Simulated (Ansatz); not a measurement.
Basis-set extrapolation for `CC(N)=S` (PBE0-D4/def2-TZVP geometry, frozen core, Ansatz 0.2.0). Multiplicity 1, RHF reference.

```tsv
	def2-TZVPP	def2-QZVPP
HF	-530.695925	-530.713578
MP2 correlation	-0.716115	-0.768093
CCSD(T) correlation	-0.785553	not run
```

Energies in hartree. Use E(X) = E(∞) + A·exp(−7.88·√X) for Hartree–Fock and E(X) = E(∞) + B·X^(−2.97) for correlation, with X = 3 and 4, and add CCSD(T) minus MP2 of the smaller set to the MP2 limit.

Question: What is the CCSD(T) energy at the basis-set limit?

Answer: HF limit: -530.713578 + (-0.017653) × 0.13774 = -530.71601. MP2 limit: -0.768093 + (-0.051978) × 0.74074 = -0.80660. Higher-order term: -0.785553 − (-0.716115) = -0.06944. Total: -531.59205 hartree, 290.3 kJ/mol below CCSD(T)/def2-TZVPP.
